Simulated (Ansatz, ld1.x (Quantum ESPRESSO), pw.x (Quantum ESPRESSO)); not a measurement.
## pw.x on diamond Pd: one setting changed

Potential: ultrasoft, ld1.x (Quantum ESPRESSO) 7.5, LDA (PW92); core [Kr], reference 4d9.5 5s0 5p0; waves: 5s (bound, empty): rcut 1.95, rcutus 2.45 bohr; 5s channel at 1 Ry: rcut 1.95, rcutus 2.45 bohr; 5p (bound, empty): rcut 2.25, rcutus 2.90 bohr; 5p channel at 0.7 Ry: rcut 2.25, rcutus 2.90 bohr; 4d (bound): rcut 1.80, rcutus 2.10 bohr; 4d channel at 0.85 Ry: rcut 1.80, rcutus 2.10 bohr; local part: all-electron potential smoothed inside 2.35 bohr (lloc = -1); core correction: Bessel-smoothed model core inside 2.20 bohr; augmentation: PSQ, radius 1.85 bohr.

The reference run (k-mesh 8³, cutoffs 50/400 Ry, Fermi–Dirac 0.01 Ry, mixing_beta 0.4, conv_thr 1e-9, no spin) gives 1.06 GPa at 22.196 Å³/atom, where all-electron LAPW gives -0.01 GPa. This run, with its own iteration cap, changes degauss to 0.005.

```
&control
  calculation='scf', prefix='x', pseudo_dir='./', outdir='./tmp', tstress=.true., disk_io='none'
/
&system
  ibrav=0, nat=2, ntyp=1, ecutwfc=50, ecutrho=400, nbnd=18,
  occupations='smearing', smearing='fd', degauss=0.005
/
&electrons
  conv_thr=1e-09, mixing_beta=0.4, electron_maxstep=70
/
ATOMIC_SPECIES
Pd 1.0 Pd.UPF
CELL_PARAMETERS angstrom
  0.00000000 2.81033595 2.81033595
  2.81033595 0.00000000 2.81033595
  2.81033595 2.81033595 0.00000000
ATOMIC_POSITIONS crystal
Pd 0.0000 0.0000 0.0000
Pd 0.2500 0.2500 0.2500
K_POINTS automatic
8 8 8 0 0 0
```

```bash
pw.x < Pd.scf.in > Pd.scf.out
```

How does the run end?

It converges in 33 iterations; the free energy moves by +57.5 meV/atom and the pressure by -0.31 GPa. In a metal, with Fermi–Dirac smearing, F lies below its zero-width value by a term in the square of the width.

```
Message from routine setup:
     using ibrav=0 with symmetry is DISCOURAGED, use correct ibrav instead
     lattice parameter (alat)  =       7.5106  a.u.
     unit-cell volume          =     299.5721 (a.u.)^3
     number of electrons       =        20.00
     number of Kohn-Sham states=           18
     kinetic-energy cutoff     =      50.0000  Ry
     charge density cutoff     =     400.0000  Ry
     scf convergence threshold =      1.0E-09
     Exchange-correlation= PW
     number of k points=    29  Fermi-Dirac smearing, width (Ry)=  0.0050
     iteration #  1     ecut=    50.00 Ry     beta= 0.40
     total energy              =    -123.00964761 Ry
     estimated scf accuracy    <       2.89486480 Ry
     iteration #  2     ecut=    50.00 Ry     beta= 0.40
     total energy              =    -123.75826260 Ry
     estimated scf accuracy    <       0.17886728 Ry
     iteration #  3     ecut=    50.00 Ry     beta= 0.40
     total energy              =    -123.80413370 Ry
     estimated scf accuracy    <       0.01133169 Ry
     iteration #  4     ecut=    50.00 Ry     beta= 0.40
     total energy              =    -123.81076641 Ry
     estimated scf accuracy    <       0.01619054 Ry
     iteration #  5     ecut=    50.00 Ry     beta= 0.40
     total energy              =    -123.82225032 Ry
     estimated scf accuracy    <       0.01732614 Ry
     iteration #  6     ecut=    50.00 Ry     beta= 0.40
     total energy              =    -123.82391359 Ry
     estimated scf accuracy    <       0.08560231 Ry
     [... 21 iterations left out ...]
     iteration # 28     ecut=    50.00 Ry     beta= 0.40
     total energy              =    -123.80455251 Ry
     estimated scf accuracy    <       0.00000089 Ry
     iteration # 29     ecut=    50.00 Ry     beta= 0.40
     total energy              =    -123.80455251 Ry
     estimated scf accuracy    <       0.00000012 Ry
     iteration # 30     ecut=    50.00 Ry     beta= 0.40
     total energy              =    -123.80455249 Ry
     estimated scf accuracy    <       0.00000036 Ry
     iteration # 31     ecut=    50.00 Ry     beta= 0.40
     total energy              =    -123.80455254 Ry
     estimated scf accuracy    <          1.3E-09 Ry
     iteration # 32     ecut=    50.00 Ry     beta= 0.40
     total energy              =    -123.80455254 Ry
     estimated scf accuracy    <          1.7E-09 Ry
     iteration # 33     ecut=    50.00 Ry     beta= 0.40
     the Fermi energy is     7.5796 ev
!    total energy              =    -123.80455255 Ry
     estimated scf accuracy    <          1.6E-10 Ry
     smearing contrib. (-TS)   =      -0.00691705 Ry
     The total energy is F=E-TS. E is the sum of the following terms:
     one-electron contribution =     -23.58846752 Ry
     hartree contribution      =      29.31320329 Ry
     xc contribution           =     -28.09069849 Ry
     ewald contribution        =    -101.43167278 Ry
     convergence has been achieved in  33 iterations
          total   stress  (Ry/bohr**3)                   (kbar)     P=        7.52
     Message from routine punch:
     Nothing written, as per user request (disk_io='none')
```

The run took about 64 s on one core of a shared host (Neoverse-V1, 64 threads, 251 GiB, load 25).
